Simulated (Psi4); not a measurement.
**One shape, several levels: doublet SiHF−**

We compute a comparison of 4 runs (UB3LYP/6-31G*, U-wB97X-V/def2-TZVPPD, UDSD-PBEP86/def2-TZVPPD, UHSE06/def2-TZVPPD) of doublet SiHF−. 

Program for the calculation: Psi4 1.11.

### Step 1. Starting point

SiHF−: 3 atoms, total charge -1, spin state doublet. As SMILES of the parent species, `F[SiH]`. The coordinates come from a PBE0-D4/def2-TZVP relaxation. That shape belongs to the parent species and isn't relaxed for this state.

Bond lengths: F1–Si2 1.612 Å, Si2–H3 1.541 Å. Angles: F1–Si2–H3 96.3°.

### Step 2. Energy and gradient at UB3LYP/6-31G(d) (Cartesian functions) (run 1)

Input file fhsi.py:

```python
import psi4

psi4.set_memory('1600 MB')
psi4.set_num_threads(1)
psi4.set_output_file('run.log', False)

geom = psi4.geometry("""
-1 2
F     -1.090200     0.024400    -0.602300
Si     0.186800     0.629400     0.173800
H      0.892400    -0.718600     0.415300
symmetry c1
no_reorient
no_com
""")

psi4.set_options({
    'basis': '6-31G*',
    'reference': 'uks',
    'puream': False,
    'e_convergence': 1e-09,
    'd_convergence': 1e-08,
    'scf_type': 'pk',
    'dft_radial_points': 99,
    'dft_spherical_points': 590,
    'maxiter': 200,
})

E, wfn = psi4.gradient('b3lyp', return_wfn=True)
psi4.oeprop(wfn, 'WIBERG_LOWDIN_INDICES', 'LOWDIN_CHARGES', 'MAYER_INDICES')
print('gradient / Eh bohr^-1')
print(E.np.round(6))
print(f'energy = {wfn.energy():.10f} Eh')
```

Command:

```console
$ python fhsi.py
```

run.log:

```text
[...]
  Running in c1 symmetry.
[...]
  Nuclear repulsion =   48.194575348987868
[...]
  Multiplicity = 2
[...]
  Nalpha       = 13
  Nbeta        = 12
[...]
    Number of basis functions: 36
[...]
   @UKS iter   1:  -389.82413739763564   -3.60897e-01   1.26807e-02 DIIS/ADIIS
[...]
   @UKS iter  12:  -389.93042214408354   -5.68434e-14   2.03027e-09 DIIS
[...]
   @S^2 Observed:                7.532687178E-01
[...]
    Orbital Energies [Eh]
    ---------------------
    Alpha Occupied:
       1A    -65.879246     2A    -24.423532     3A     -5.025699
       4A     -3.386169     5A     -3.385293     6A     -3.381036
       7A     -0.921027     8A     -0.278772     9A     -0.186366
      10A     -0.183392    11A     -0.143905    12A      0.008713
      13A      0.088125
    Alpha Virtual:
      14A      0.232901    15A      0.316076    16A      0.396032
      17A      0.460046    18A      0.468592    19A      0.574507
      20A      0.841113    21A      0.869368    22A      0.876657
      23A      0.906225    24A      1.075414    25A      1.272736
[...]
  @UKS Final Energy:  -389.93042214408354
   => Energetics <=
    Nuclear Repulsion Energy =             48.1945753489878683
    One-Electron Energy =                -643.6067623728812350
    Two-Electron Energy =                 231.3032104597824912
    DFT Exchange-Correlation Energy =     -25.8214455799726430
    Empirical Dispersion Energy =           0.0000000000000000
    VV10 Nonlocal Energy =                  0.0000000000000000
    Total Energy =                       -389.9304221440835363
[...]
 Multipole Moments:
 ------------------------------------------------------------------------------------
     Multipole            Electronic (a.u.)      Nuclear  (a.u.)        Total (a.u.)
 ------------------------------------------------------------------------------------
 L = 1.  Multiply by 2.5417464519 to convert [e a0] to [Debye]
 Dipole X            :         11.8315270          -11.9132114           -0.0816845
 Dipole Y            :        -16.7982174           15.7085374           -1.0896800
 Dipole Z            :          4.6940024           -4.8607535           -0.1667512
 Magnitude           :                                                    1.1053871
[...]
  -Total Gradient:
     Atom            X                  Y                   Z
    ------   -----------------  -----------------  -----------------
       1        0.040055770215     0.015826510417     0.023993165966
       2       -0.032263857457    -0.025002269752    -0.020690441188
       3       -0.007788693911     0.009177072812    -0.003300792067
[...]
```

Standard output:

```text
gradient / Eh bohr^-1
[[ 0.040056  0.015827  0.023993]
 [-0.032264 -0.025002 -0.02069 ]
 [-0.007789  0.009177 -0.003301]]
energy = -389.9304221441 Eh
```

Run time: 4.8 s. Hardware: 1 thread of Intel Xeon 6975P-C (Granite Rapids), shared host; peak memory 0.38 GiB.

### Step 3. A single-point energy at U-wB97X-V/def2-TZVPPD (run 2)

Input file run.py:

```python
import psi4

psi4.set_memory(1600000000)
psi4.set_num_threads(1)
psi4.core.set_output_file('output.dat', False)

geom = psi4.geometry("""
-1 2
F     -1.090200     0.024400    -0.602300
Si     0.186800     0.629400     0.173800
H      0.892400    -0.718600     0.415300
symmetry c1
""")

psi4.set_options({
    'basis': 'def2-TZVPPD',
    'reference': 'uks',
    'puream': True,
    'e_convergence': 1e-09,
    'd_convergence': 1e-08,
    'scf_type': 'pk',
    'dft_radial_points': 99,
    'dft_spherical_points': 590,
    'maxiter': 200,
})

e, wfn = psi4.energy("wb97x-v", molecule=geom, return_wfn=True)
print(f'total energy {e:.8f} hartree = {e * 27.211386:.5f} eV')
```

Command:

```console
$ python run.py
```

output.dat:

```text
[...]
  Running in c1 symmetry.
[...]
  Nuclear repulsion =   48.194575348987868
[...]
  Multiplicity = 2
[...]
  Nalpha       = 13
  Nbeta        = 12
[...]
    Number of basis functions: 105
[...]
   @UKS iter   1:  -389.83018522720937   -5.85270e-01   4.63324e-03 DIIS/ADIIS
[...]
   @UKS iter  12:  -389.92145370347743   -3.51292e-11   9.07986e-09 DIIS
[...]
   @S^2 Observed:                7.580088377E-01
[...]
    Orbital Energies [Eh]
    ---------------------
    Alpha Occupied:
       1A    -65.903998     2A    -24.523343     3A     -5.150568
       4A     -3.502595     5A     -3.502003     6A     -3.497129
       7A     -1.089966     8A     -0.432103     9A     -0.340718
      10A     -0.339644    11A     -0.281667    12A     -0.104487
      13A     -0.018511
    Alpha Virtual:
      14A      0.216850    15A      0.250148    16A      0.278951
      17A      0.293671    18A      0.305602    19A      0.307292
      20A      0.318467    21A      0.323560    22A      0.337171
      23A      0.378363    24A      0.400771    25A      0.431561
[...]
  @UKS Final Energy:  -389.92145370347743
   => Energetics <=
    Nuclear Repulsion Energy =             48.1945753489878683
    One-Electron Energy =                -643.0390740847913094
    Two-Electron Energy =                 228.3243040353675326
    DFT Exchange-Correlation Energy =     -23.5054053993962100
    Empirical Dispersion Energy =           0.0000000000000000
    VV10 Nonlocal Energy =                  0.1041463963547033
    Total Energy =                       -389.9214537034774253
[...]
 Multipole Moments:
 ------------------------------------------------------------------------------------
     Multipole            Electronic (a.u.)      Nuclear  (a.u.)        Total (a.u.)
 ------------------------------------------------------------------------------------
 L = 1.  Multiply by 2.5417464519 to convert [e a0] to [Debye]
 Dipole X            :         -3.0720462            2.1060013           -0.9660448
 Dipole Y            :          0.2198900           -0.6919729           -0.4720829
 Dipole Z            :          0.0000000            0.0000000            0.0000000
 Magnitude           :                                                    1.0752232
[...]
```

Standard output:

```text
total energy -389.92145370 hartree = -10610.30319 eV
```

Run time: 24 s. Hardware: 1 thread of Intel Xeon 6975P-C (Granite Rapids), shared host; peak memory 0.72 GiB.

### Step 4. The energy at UDSD-PBEP86/def2-TZVPPD (density fitting for correlation) (run 3)

Input file fhsi.json:

```json
{
 "schema_name": "qcschema_input",
 "schema_version": 1,
 "molecule": {
  "schema_name": "qcschema_molecule",
  "schema_version": 2,
  "symbols": ["F", "Si", "H"],
  "geometry": [-2.06017942, 0.04610932, -1.13818204, 0.35300084, 1.18939362, 0.3284344, 1.68639159, -1.35795719, 0.78480326],
  "molecular_charge": -1,
  "molecular_multiplicity": 2,
  "fix_symmetry": "c1"
 },
 "driver": "energy",
 "model": {
  "method": "dsd-pbep86",
  "basis": "def2-TZVPPD"
 },
 "keywords": {
  "reference": "uks",
  "puream": true,
  "e_convergence": 1e-09,
  "d_convergence": 1e-08,
  "scf_type": "pk",
  "dft_radial_points": 99,
  "dft_spherical_points": 590,
  "num_frozen_docc": 6,
  "maxiter": 200
 }
}
```

Command:

```console
$ psi4 --qcschema fhsi.json -n 1 --memory 1600MB
```

stdout:

```text
[...]
  Running in c1 symmetry.
[...]
  Nuclear repulsion =   48.194575458699951
[...]
  Multiplicity = 2
[...]
  Nalpha       = 13
  Nbeta        = 12
[...]
    Number of basis functions: 105
[...]
   @UKS iter   1:  -389.33083058125834   -6.03328e-01   4.03615e-03 ADIIS/DIIS
[...]
   @UKS iter  14:  -389.40744528984243   -3.17755e-11   8.89577e-09 DIIS
[...]
   @S^2 Observed:                7.726340037E-01
[...]
    Orbital Energies [Eh]
    ---------------------
    Alpha Occupied:
       1A    -67.615733     2A    -25.494116     3A     -5.601482
       4A     -3.795981     5A     -3.790741     6A     -3.787650
       7A     -1.227715     8A     -0.460891     9A     -0.376370
      10A     -0.372536    11A     -0.283726    12A     -0.084465
      13A     -0.002513
    Alpha Virtual:
      14A      0.202141    15A      0.234248    16A      0.265197
      17A      0.275655    18A      0.286857    19A      0.291940
      20A      0.302832    21A      0.307706    22A      0.317636
      23A      0.365489    24A      0.385934    25A      0.419946
[...]
  @UKS Final Energy:  -389.40744528984243
   => Energetics <=
    Nuclear Repulsion Energy =             48.1945754586999513
    One-Electron Energy =                -643.0842032749010286
    Two-Electron Energy =                 214.5553391089860327
    DFT Exchange-Correlation Energy =      -9.0731565826273908
    Empirical Dispersion Energy =           0.0000000000000000
    VV10 Nonlocal Energy =                  0.0000000000000000
    Total Energy =                       -389.4074452898424283
[...]
 Multipole Moments:
 ------------------------------------------------------------------------------------
     Multipole            Electronic (a.u.)      Nuclear  (a.u.)        Total (a.u.)
 ------------------------------------------------------------------------------------
 L = 1.  Multiply by 2.5417464519 to convert [e a0] to [Debye]
 Dipole X            :         -3.0588521            2.1060013           -0.9528507
 Dipole Y            :          0.2207052           -0.6919729           -0.4712678
 Dipole Z            :         -0.0000000            0.0000000           -0.0000000
 Magnitude           :                                                    1.0630230
[...]
```

The result, in JSON:

```text
{
 "driver": "energy",
 "model": {
  "method": "dsd-pbep86",
  "basis": "def2-TZVPPD"
 },
 "success": true,
 "return_result": -389.5985207352142,
 "properties": {
  "calcinfo_nbasis": 105,
  "calcinfo_nmo": 105,
  "calcinfo_nalpha": 13,
  "calcinfo_nbeta": 12,
  "calcinfo_natom": 3,
  "nuclear_repulsion_energy": 48.19457545869995,
  "return_energy": -389.5985207352142,
  "scf_one_electron_energy": -643.084203274901,
  "scf_two_electron_energy": 214.55533910898603,
  "scf_xc_energy": -9.07315658262739,
  "scf_dipole_moment": [-0.9528507494679257, -0.4712677538563544, -7.829408235497216e-11],
  "scf_total_energy": -389.4074452898424,
  "scf_iterations": 14
 }
}
```

Run time: 11 s. Hardware: 1 thread of Intel Xeon 6975P-C (Granite Rapids), shared host; peak memory 0.6 GiB.

### Step 5. A single-point energy at UHSE06/def2-TZVPPD (run 4)

Input file job.inp:

```
memory 1.6 GB

molecule mol {
  -1 2
  F     -2.06017942     0.04610932    -1.13818204
  Si     0.35300084     1.18939362     0.32843440
  H      1.68639159    -1.35795719     0.78480326
  units au
  symmetry c1
}

set globals {
  basis def2-TZVPPD
  reference uks
  puream true
  e_convergence 1e-09
  d_convergence 1e-08
  scf_type pk
  dft_radial_points 99
  dft_spherical_points 590
  maxiter 200
}

e, wfn = energy("hse06", return_wfn=True)
oeprop(wfn, "QUADRUPOLE", "LOWDIN_CHARGES", "DIPOLE")
```

Command:

```console
$ psi4 job.inp job.out -n 1
```

job.out:

```text
[...]
  Running in c1 symmetry.
[...]
  Nuclear repulsion =   48.194575458699951
[...]
  Multiplicity = 2
[...]
  Nalpha       = 13
  Nbeta        = 12
[...]
    Number of basis functions: 105
[...]
   @UKS iter   1:  -389.67793445034960   -3.44425e-01   5.32755e-03 ADIIS/DIIS
[...]
   @UKS iter  13:  -389.81443950985465   -3.97904e-12   3.81401e-09 DIIS
[...]
   @S^2 Observed:                7.602343625E-01
[...]
    Orbital Energies [Eh]
    ---------------------
    Alpha Occupied:
       1A    -66.011737     2A    -24.520573     3A     -5.080288
       4A     -3.416522     5A     -3.414723     6A     -3.410268
       7A     -0.977740     8A     -0.316474     9A     -0.228197
      10A     -0.228062    11A     -0.170697    12A     -0.007291
      13A      0.066465
    Alpha Virtual:
      14A      0.157555    15A      0.180499    16A      0.213773
      17A      0.224932    18A      0.235062    19A      0.241451
      20A      0.255438    21A      0.257609    22A      0.263778
      23A      0.306067    24A      0.331131    25A      0.347852
[...]
  @UKS Final Energy:  -389.81443950985465
   => Energetics <=
    Nuclear Repulsion Energy =             48.1945754586999513
    One-Electron Energy =                -643.1330980286880958
    Two-Electron Energy =                 229.5331810103133137
    DFT Exchange-Correlation Energy =     -24.4090979501798344
    Empirical Dispersion Energy =           0.0000000000000000
    VV10 Nonlocal Energy =                  0.0000000000000000
    Total Energy =                       -389.8144395098545942
[...]
 Multipole Moments:
 ------------------------------------------------------------------------------------
     Multipole            Electronic (a.u.)      Nuclear  (a.u.)        Total (a.u.)
 ------------------------------------------------------------------------------------
 L = 1.  Multiply by 2.5417464519 to convert [e a0] to [Debye]
 Dipole X            :         -3.0827569            2.1060013           -0.9767556
 Dipole Y            :          0.2504418           -0.6919729           -0.4415312
 Dipole Z            :          0.0000000            0.0000000            0.0000000
 Magnitude           :                                                    1.0719148
 L = 2.  Multiply by 1.3450342976 to convert [e a0^2] to [Debye ang]
 Quadrupole XX       :        -70.8904156           49.7515904          -21.1388252
 Quadrupole XY       :        -13.6794529           12.6580157           -1.0214372
[...]
```

It took 20 s on 1 thread of Intel Xeon 6975P-C (Granite Rapids), shared host; peak memory 0.72 GiB.

### Step 6. Overview of the runs

```
run                                                      level      task  Cartesian functions  energy (Eh)  HOMO energy (eV)  LUMO energy (eV)   ⟨S²⟩  wall time
  1                        UB3LYP/6-31G* (Cartesian functions)  gradient                  yes  -389.930422              2.40              4.91  0.753      4.8 s
  2                                      U-wB97X-V/def2-TZVPPD    energy                   no  -389.921454             -0.50              5.90  0.758       24 s
  3  UDSD-PBEP86/def2-TZVPPD (density fitting for correlation)    energy                   no  -389.598521             -0.07              5.50  0.773       11 s
  4                                         UHSE06/def2-TZVPPD    energy                   no  -389.814440              1.81              4.09  0.760       20 s
```

### Step 7. What came out

| quantity | value |
| --- | --- |
| run 4: total energy | -389.81444 Eh |
| run 4: HOMO energy (highest over α and β) | 1.81 eV |
| run 4: LUMO energy (lowest over α and β) | 4.09 eV |
| run 4: ⟨S²⟩ | 0.760 |

**Reading.** Totals of different functionals can't be ranked against each other. In runs 1, 4 the HOMO lies above zero, so the outermost electron may be held by the basis alone. All runs together took 59 s, the longest 24 s.
